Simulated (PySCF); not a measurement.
CF4. Atoms are numbered in the order given.

```xyz
5

F      0.7639    -0.7639     0.7639
C      0.0000     0.0000     0.0000
F     -0.7639    -0.7639    -0.7639
F     -0.7639     0.7639     0.7639
F      0.7639     0.7639    -0.7639
```

Geometry optimised at B3LYP-D3(BJ)/def2-SVP.

These are TDDFT-PBE/def2-SVPD (PySCF 2.14.0) values and carry that method's errors.

Vertical excitations; the highest root listed may be one member of a degenerate set. Isolated molecule, no solvent. State labels are in the subgroup D2.

```json
[
 {"state": "S1", "symmetry": "B1", "energy (eV)": "10.65", "λ (nm)": "116", "f": "0.000", "main pairs": "HOMO−2→LUMO (degenerate set)"},
 {"state": "S2", "symmetry": "B3", "energy (eV)": "10.65", "λ (nm)": "116", "f": "0.000", "main pairs": "HOMO→LUMO (degenerate set)"},
 {"state": "S3", "symmetry": "B2", "energy (eV)": "10.65", "λ (nm)": "116", "f": "0.000", "main pairs": "HOMO−1→LUMO (degenerate set)"},
 {"state": "S4", "symmetry": "B2", "energy (eV)": "11.99", "λ (nm)": "103", "f": "0.082", "main pairs": "HOMO−4→LUMO (degenerate set)"},
 {"state": "S5", "symmetry": "B3", "energy (eV)": "11.99", "λ (nm)": "103", "f": "0.082", "main pairs": "HOMO−3→LUMO (degenerate set)"},
 {"state": "S6", "symmetry": "B1", "energy (eV)": "11.99", "λ (nm)": "103", "f": "0.082", "main pairs": "HOMO−5→LUMO (degenerate set)"},
 {"state": "S7", "symmetry": "A", "energy (eV)": "12.25", "λ (nm)": "101", "f": "0.000", "main pairs": "HOMO−2→LUMO+1 33 %, HOMO→LUMO+3 33 %, HOMO−1→LUMO+2 33 %"},
 {"state": "S8", "symmetry": "A", "energy (eV)": "12.28", "λ (nm)": "101", "f": "0.000", "main pairs": "HOMO−2→LUMO+1, HOMO→LUMO+3 (degenerate set)"},
 {"state": "S9", "symmetry": "A", "energy (eV)": "12.28", "λ (nm)": "101", "f": "0.000", "main pairs": "HOMO−1→LUMO+2, HOMO→LUMO+3 (degenerate set)"},
 {"state": "S10", "symmetry": "B1", "energy (eV)": "12.28", "λ (nm)": "101", "f": "0.000", "main pairs": "HOMO−1→LUMO+3, HOMO→LUMO+2 (degenerate set)"},
 {"state": "T1", "symmetry": "B1", "energy (eV)": "10.55", "λ (nm)": "118", "f": "0", "main pairs": "HOMO−2→LUMO (degenerate set)"},
 {"state": "T2", "symmetry": "B3", "energy (eV)": "10.55", "λ (nm)": "118", "f": "0", "main pairs": "HOMO→LUMO (degenerate set)"},
 {"state": "T3", "symmetry": "B2", "energy (eV)": "10.55", "λ (nm)": "118", "f": "0", "main pairs": "HOMO−1→LUMO (degenerate set)"},
 {"state": "T4", "symmetry": "B3", "energy (eV)": "11.83", "λ (nm)": "105", "f": "0", "main pairs": "HOMO−3→LUMO 97 %"}
]
```
Triplets are in the Tamm–Dancoff approximation, which puts them higher than full response would, so one can lie above its singlet here.
